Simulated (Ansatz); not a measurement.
```yaml
crystal:
  periodic: [false, false, false]
  atoms:
    - {symbol: Nb, position_ang: [0.000000, 0.000000, 0.000000]}
    - {symbol: S, position_ang: [0.000000, 0.000000, 2.500000]}
basis:
  gaussian: {orbitals: def2-TZVP}
total_charge: 1
magnetization: {spin_polarized: true, initial_magnetization: 6}
hamiltonian: {xc: pbe0}
relax: {f_tol: 0.004, max_steps: 80}
```

```sh
$ ansatz run in.yaml --threads 1 --pin off --events-out ev --progress --plain --max-ram 2176MiB
```

Steps of the relaxation (energy above the last step; positions in Å, forces in eV/Å):

```
2
step 1, 129.3 meV
Nb    0.000    0.000    0.000    0.000    0.000   -1.489
S     0.000    0.000    2.500    0.000    0.000    1.489
```

```
2
step 2, 0.8 meV
Nb    0.000    0.000   -0.109    0.000    0.000    0.083
S     0.000    0.000    2.609    0.000    0.000   -0.083
```

```
2
step 3, 0.1 meV
Nb    0.000    0.000   -0.103    0.000    0.000    0.031
S     0.000    0.000    2.603    0.000    0.000   -0.031
```

```
2
step 4, 0.0 meV
Nb    0.000    0.000   -0.100    0.000    0.000    0.001
S     0.000    0.000    2.600    0.000    0.000   -0.001
```

Close pairs at the end: Nb1–S2 2.700 Å.

A stationary point of unrestricted PBE0 after 4 steps, with ⟨S²⟩ = 12.009 against 12.00 for a pure state. 66 s on 1 thread of Arm Neoverse N1, shared host.
